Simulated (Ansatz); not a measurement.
in.yaml

```yaml
crystal:
  periodic: [false, false, false]
  atoms:
    - {symbol: N, position_ang: [0.000000, 0.074165, 1.083782]}
    - {symbol: P, position_ang: [0.000000, -0.076652, -0.463060]}
    - {symbol: H, position_ang: [0.000000, 1.324855, -0.830894]}
basis:
  gaussian: {orbitals: 6-31G}
magnetization: {spin_polarized: false, initial_magnetization: 1}
correlation: {method: ccsdtq, electrons: outside_noble_gas}
```

```sh
$ ansatz run in.yaml --threads 2 --pin off --events-out ev --progress --plain --max-ram 16896MiB --backend cuda --devices 0, --max-vram 18GiB
```

The program prints:

```
520 factors; integrals over basis functions are off by at most 5.4e-8 eV
mean field evaluation 1: about -10760.2384 eV, gradient 3.0e1 eV
mean field evaluation 2: about -10760.3140 eV, gradient 3.0e1 eV
mean field evaluation 4: about -10763.7929 eV, gradient 3.9e0 eV
mean field evaluation 8: about -10764.1351 eV, gradient 4.0e-1 eV
mean field evaluation 16: about -10764.1388 eV, gradient 1.6e-6 eV
mean field evaluation 32: about -10756.8737 eV, gradient 2.6e1 eV
mean field evaluation 64: about -10761.6339 eV, gradient 3.8e-2 eV
mean field evaluation 96: about -10764.1388 eV, gradient 1.7e-6 eV
mean field evaluation 128: about -10750.0315 eV, gradient 1.8e1 eV
mean field evaluation 160: about -10761.6228 eV, gradient 9.3e-1 eV
...
mean field -10764.13880610 eV, -395.5748049287 hartree, gradient 1.7e-6 eV, S^2 0.750000; 4 other end points of the search recorded, 0 dependent functions left out
...
determinant -10764.13880610 eV, -395.5748049287 hartree, with singles and doubles -10769.11286746 eV, -395.7575983122 hartree
determinant -10761.63532712 eV, -395.4828037731 hartree, with singles and doubles -10766.36305662 eV, -395.6565446279 hartree
determinant -10761.19339703 eV, -395.4665631419 hartree, with singles and doubles -10765.34175262 eV, -395.6190123980 hartree
unrestricted determinant -10764.75741507 eV, -395.5975383893 hartree, S^2 1.2814
6 core orbitals not correlated: weight in the atoms' cores, before any rotation towards them, 1.000 or more for the frozen orbitals, at most 0.000 for the correlated occupied ones
reference -10764.13880610 eV, -395.5748049287 hartree; 6, 5 occupied and 12, 13 virtual orbitals, 520 factors
second order -4.36296671 eV of doubles, -0.04622023 eV of singles
...
cycle  14  -5.18180671 eV  change   -1.3e-4 eV  update   7.7e-5
cycle  15  -5.18179499 eV  change    1.2e-5 eV  update   4.4e-5
cycle  16  -5.18182977 eV  change   -3.5e-5 eV  update   2.9e-5
cycle  17  -5.18183277 eV  change   -3.0e-6 eV  update   1.7e-5
cycle  18  -5.18184137 eV  change   -8.6e-6 eV  update   1.1e-5
cycle  19  -5.18185310 eV  change   -1.2e-5 eV  update   6.7e-6
cycle  20  -5.18185467 eV  change   -1.6e-6 eV  update   4.5e-6
cycle  21  -5.18185145 eV  change    3.2e-6 eV  update   2.5e-6
cycle  22  -5.18185049 eV  change    9.6e-7 eV  update   1.6e-6
cycle  23  -5.18184951 eV  change    9.8e-7 eV  update   1.1e-6
Total energy: -10769.32065561 eV, -395.7652343860 hartree
```

For the same geometry and basis full CI lies 3.2 meV lower.

Ran on 2 threads of AMD EPYC 7R13 with a shared H100 80 GB, shared host: 26 s wall, 0.92 GiB peak host memory.
